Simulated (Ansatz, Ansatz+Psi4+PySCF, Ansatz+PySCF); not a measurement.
```yaml
atoms:
  - { symbol: C, position_ang: [-0.9740, -0.6427, 0.0000] }
  - { symbol: C, position_ang: [-0.0086, 0.4961, 0.0000] }
  - { symbol: H, position_ang: [-0.4512, -1.6027, 0.0000] }
  - { symbol: H, position_ang: [-1.6133, -0.5582, 0.8811] }
  - { symbol: H, position_ang: [-1.6133, -0.5582, -0.8811] }
  - { symbol: O, position_ang: [1.1865, 0.4378, 0.0000] }
```

Basis set: cc-pVTZ (spherical functions). Correlated methods keep 3 orbitals frozen. Correlation on ROHF uses semicanonical orbitals with singles. Charge 0, multiplicity 2.

Computed with Ansatz (development build ahead of 0.2.0); each method stands on the lowest determinant of its kind that the runs found.

The atomization energy at this shape (free ground-state atoms in the same class of orbitals less the molecule, no zero-point energy) of doublet C₂H₃O:

| method | atomization energy |
| --- | --- |
| ROHF-MP2 | 25.13 eV |
| UHF-MP2 | 25.09 eV |
| ROHF | 18.24 eV |
| UHF | 17.95 eV |

(1) What does ROHF-CCSD(T) give?

Results:

(1) 24.52 eV.
